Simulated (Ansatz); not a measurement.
# SiHF₂+: two vibrations frozen in

A grid of calculations on F2HSi, SMILES F[SiH+]F, charge +1, to see where the energy is lowest and how it rises around there.

Method: RKS PBE-D4/def2-TZVP; program: Ansatz 0.2.0.

### Step 1. The system as given

SMILES `F[SiH+]F`, 4 atoms, charge 1, spin multiplicity 1.

Atoms are counted from 1 here; the program's logs count them from 0.

Bond lengths: F1–Si2 1.572 Å, Si2–F3 1.572 Å, Si2–H4 1.478 Å. Angles: F1–Si2–F3 117.4°, F1–Si2–H4 121.3°, F3–Si2–H4 121.3°.

Coordinates:

| atom | x (Å) | y (Å) | z (Å) |
| --- | --- | --- | --- |
| F1 | 1.2917 | 0.2895 | -0.8104 |
| Si2 | -0.0040 | -0.0338 | 0.0189 |
| F3 | -1.1315 | 1.0610 | 0.0550 |
| H4 | -0.1562 | -1.3167 | 0.7365 |

### Step 4. The grid

First coordinate, normal mode 1 (311 cm⁻¹): 15 values from −1.837 amu½·Å. Second coordinate, normal mode 3 (731 cm⁻¹): 15 values from −0.467 amu½·Å.

Nothing else is relaxed (straight displacements along the two mass-weighted modes). Energies count from the relaxed molecule at the same level. Points are written as (first, second).

Displacement patterns for an amplitude of 1 (Å):

| atom | x1 | y1 | z1 | x2 | y2 | z2 |
| --- | --- | --- | --- | --- | --- | --- |
| F1 | -0.094 | 0.099 | -0.001 | 0.016 | 0.028 | -0.022 |
| Si2 | -0.010 | -0.087 | 0.049 | 0.014 | -0.005 | -0.005 |
| F3 | 0.110 | 0.034 | -0.074 | 0.009 | -0.036 | 0.013 |
| H4 | -0.011 | -0.090 | 0.050 | -0.869 | 0.276 | 0.310 |

(The set-up runs are not shown.)

### Step 5. The run at (−0.787 amu½·Å, 0.000 amu½·Å)

Contents of input.yaml:

```yaml
crystal:
  periodic: [false, false, false]
  atoms:
    - { symbol: F, position_ang: [1.346834, 0.206649, -0.797526] }
    - { symbol: Si, position_ang: [0.005115, 0.043134, -0.024141] }
    - { symbol: F, position_ang: [-1.201604, 1.01793, 0.112525] }
    - { symbol: H, position_ang: [-0.146299, -1.233704, 0.690115] }
total_charge: 1
basis:
  gaussian: { orbitals: def2-TZVP }
hamiltonian:
  xc: pbe
  dispersion: d4
output:
  forces: true
```

The run is started by

```bash
$ ansatz run input.yaml --threads 1 --pin off --max-ram 2560MiB --backend cpu --events-out ev --progress --plain --runs-dir out
```

The session goes on with these runs: the other points that were computed.

**Question.** What will these runs give? Wanted: lowest point; highest computed point; largest force on an atom.

As calculated:

| quantity | value |
| --- | --- |
| lowest point | (0.000 amu½·Å, 0.000 amu½·Å), 0.00 eV |
| highest computed point | (1.837 amu½·Å, −0.467 amu½·Å), 0.93 eV above the lowest |
| largest force on an atom (eV/Å) | 0.00 at (0.000 amu½·Å, 0.000 amu½·Å) to 3.87 at (1.837 amu½·Å, 0.000 amu½·Å); 0.00 at the lowest point |
| time for the whole task | 3.1 min on 1 thread, shared host |

What this shows: The lowest computed point is at (0.000 amu½·Å, 0.000 amu½·Å), which is the relaxed molecule at the same level itself. No other kind of well shows on this grid. The highest computed point, (1.837 amu½·Å, 0.467 amu½·Å), lies 0.93 eV above the lowest. Round the minimum the two coordinates are nearly uncoupled.
